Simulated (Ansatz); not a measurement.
**C2H2N2O2: a ladder of functionals and wavefunction methods**

One table from this session's results is given with a row withheld; the runs are named, their logs left out.

Computed with Ansatz 0.2.0, Gaussian basis. Level: functionals in def2-TZVPP, the program's frozen cores in correlated methods.

Plan: LDA (SPW92), PBE-D4, revPBE-D4, BLYP-D4, r2SCAN-D4, B97M-V, PBE0-D4, B3LYP-D4, r2SCANh-D4, r2SCAN0-D4, HSE06-D4, BHLYP-D4, CAM-B3LYP-D4, LC-ωPBE, ωB97X-V, ωB97M-V, B2PLYP, PBE-QIDH; CCSD(T)/def2-SVP; CCSD(T)/def2-TZVPP; MP2/def2-QZVPP; extrapolation to the limit; RPA on PBE.

## The geometry

All runs share one geometry, relaxed beforehand with PBE0-D4 in a triple-zeta def2 set.

8 atoms, charge 0, spin multiplicity 1.

Atoms are counted from 1 here; the program's logs count them from 0.

Bond lengths: N1–C2 1.347 Å, N1–H7 1.003 Å, N1–H8 1.003 Å, C2–N3 1.417 Å, C2–O6 1.203 Å, N3–C4 1.213 Å, C4–O5 1.155 Å. Angles: C2–N1–H7 121.0°, C2–N1–H8 118.4°, H7–N1–H8 120.6°, N1–C2–N3 110.5°, N1–C2–O6 125.4°, N3–C2–O6 124.1°, C2–N3–C4 128.1°, N3–C4–O5 174.0°.

The first run:

in.yaml reads:

```yaml
crystal:
  periodic: [false, false, false]
  atoms:
    - {symbol: N, position_ang: [0.053548, -1.399208, 0.565326]}
    - {symbol: C, position_ang: [-0.396380, -0.159845, 0.287349]}
    - {symbol: N, position_ang: [0.530560, 0.532941, -0.529605]}
    - {symbol: C, position_ang: [0.446794, 1.661603, -0.965959]}
    - {symbol: O, position_ang: [0.474749, 2.717268, -1.433766]}
    - {symbol: O, position_ang: [-1.436871, 0.306042, 0.671974]}
    - {symbol: H, position_ang: [0.933774, -1.721341, 0.209642]}
    - {symbol: H, position_ang: [-0.514175, -1.994559, 1.139239]}
basis:
  gaussian: {orbitals: def2-TZVPP}
hamiltonian: {xc: lda}
output: {orbitals: {seedname: orbitals}}
```

On the command line:

```
$ ansatz run in.yaml --threads 2 --pin off --events-out ev --progress --plain --max-ram 4352MiB
```

Steps of the session up to this table: LDA; PBE-D4 (GGA); revPBE-D4 (GGA); BLYP-D4 (GGA); r2SCAN-D4 (meta-GGA); B97M-V (meta-GGA); PBE0-D4 (hybrid); B3LYP-D4 (hybrid); r2SCANh-D4 (hybrid); r2SCAN0-D4 (hybrid); HSE06-D4 (hybrid); BHLYP-D4 (hybrid); CAM-B3LYP-D4 (range-separated); LC-ωPBE (range-separated); ωB97X-V (range-separated); ωB97M-V (range-separated); B2PLYP (double hybrid); PBE-QIDH (double hybrid).

One table of the session follows, with a row left open; its other results are not shown here.

It belongs to the step «Frontier levels by functional». 

| functional | HOMO (eV) | gap (eV) |
| --- | --- | --- |
| LDA (SPW92) | -6.80 | 5.21 |
| PBE-D4 | -6.57 | 5.29 |
| revPBE-D4 | -6.49 | 5.31 |
| BLYP-D4 | -6.48 | 5.29 |
| r2SCAN-D4 | ? | ? |
| B97M-V | -6.99 | 6.13 |
| PBE0-D4 | -8.23 | 7.96 |
| B3LYP-D4 | -7.97 | 7.43 |
| r2SCANh-D4 | -7.54 | 6.85 |
| r2SCAN0-D4 | -8.49 | 8.35 |
| HSE06-D4 | -7.82 | 7.16 |
| BHLYP-D4 | -9.84 | 10.69 |
| CAM-B3LYP-D4 | -9.72 | 10.58 |
| LC-ωPBE | -11.04 | 13.10 |
| ωB97X-V | -10.69 | 12.73 |
| ωB97M-V | -10.63 | 12.52 |

Q: Estimate the row for r2SCAN-D4 from the others.

Worked estimate for «HOMO (eV)». Against the share of exact exchange, r2SCANh-D4 (0.1, -7.54), r2SCAN0-D4 (0.25, -8.49) give a slope of -6.33 per unit share; at 0 the line stands at -6.91.

**Answer.** HOMO (eV): -6.92; gap (eV): 5.86. In «HOMO (eV)» the line misses by +0.01.
